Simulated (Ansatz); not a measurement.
**Property card for Ge$_{3}$Pt$_{2}$**

All numbers below come from Ansatz 0.2.0, DFT PBEsol, scalar-relativistic, plane waves, PAW.

Cutoff 420 eV; k points 4×10×6 on the computed 20-atom cell (Γ-centred); Gaussian smearing, width 0.10 eV; no spin polarisation.

The structure is relaxed at this level of theory with its symmetry kept. Whether it is the stable form of this composition wasn't checked.

Symmetry: Pnma, No. 62, orthorhombic system. The conventional cell has a = 16.407 Å, b = 3.400 Å, c = 6.208 Å, α = 90.00°, β = 90.00°, γ = 90.00°. Around Ge (site symmetry m) lie 5 Pt at 2.50 to 2.61 Å. Ge (site symmetry m) is surrounded by 3 Pt at 2.48 to 2.49 Å and 1 Ge at 2.51 Å. Ge (site symmetry m) is surrounded by 1 Ge at 2.51 Å and 4 Pt at 2.53 to 2.63 Å. Pt (site symmetry m) is surrounded by 6 Ge at 2.48 to 2.54 Å. Around Pt (site symmetry m) lie 6 Ge at 2.50 to 2.63 Å.

```json
{
  "Volume per atom": "17.31 Å³",
  "Formation energy from the elements' standard states (uncorrected)": "-0.446 eV/atom",
  "Kohn–Sham band gap": "none (metal)",
  "Density of states at the Fermi level": "4.89 states/eV per cell",
  "Löwdin character within 0.5 eV of the Fermi level": "Ge 4p 60 %, Pt 5d 25 %, Ge 4s 9 %"
}
```

Spin-orbit coupling is left out, which matters for the bands of heavy elements.

Cost: 1 run of about 49 core-minutes, on Intel Xeon Processor @ 2.50GHz (Skylake/Cascade Lake) (shared hosts).